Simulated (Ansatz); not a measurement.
```yaml
crystal:
  periodic: [false, false, false]
  atoms:
    - {symbol: O, position_ang: [0.000000, 0.000000, -1.856530]}
    - {symbol: Al, position_ang: [0.000000, 0.000000, -0.274691]}
    - {symbol: Si, position_ang: [0.000000, 0.000000, 2.131220]}
basis:
  gaussian: {orbitals: def2-TZVP}
magnetization: {spin_polarized: true, initial_magnetization: 1}
hamiltonian: {xc: pbe0}
relax: {f_tol: 0.004, max_steps: 80}
```

```sh
$ ansatz run in.yaml --threads 1 --pin off --events-out ev --progress --plain --max-ram 2176MiB
```

Steps of the relaxation (energy above the last step; positions in Å, forces in eV/Å):

```
3
step 1, 43.6 meV
O     0.000    0.000   -1.857    0.001    0.000   -1.056
Al    0.000    0.000   -0.275   -0.002    0.000    0.336
Si    0.000    0.000    2.131    0.001    0.000    0.720
```

```
3
step 2, 3.1 meV
O     0.000    0.000   -1.891    0.000    0.000   -0.476
Al   -0.001    0.000   -0.298    0.000    0.000    0.388
Si    0.000    0.000    2.189    0.000    0.000    0.088
```

```
3
step 3, 0.1 meV
O     0.000    0.000   -1.902    0.000    0.000   -0.075
Al    0.000    0.000   -0.299    0.000    0.000    0.083
Si    0.000    0.000    2.201    0.000    0.000   -0.009
```

```
3
step 4, 0.0 meV
O     0.000    0.000   -1.902    0.000    0.000   -0.002
Al    0.000    0.000   -0.298    0.000    0.000    0.003
Si    0.000    0.000    2.200    0.000    0.000   -0.001
```

Close pairs at the end: O1–Al2 1.604 Å, Al2–Si3 2.499 Å.

A stationary point of unrestricted PBE0 after 4 steps, with ⟨S²⟩ = 0.758 against 0.75 for a pure state; no frequencies were run, so it isn't proven a minimum. 2.5 min on 1 thread of Arm Neoverse V2, shared host.
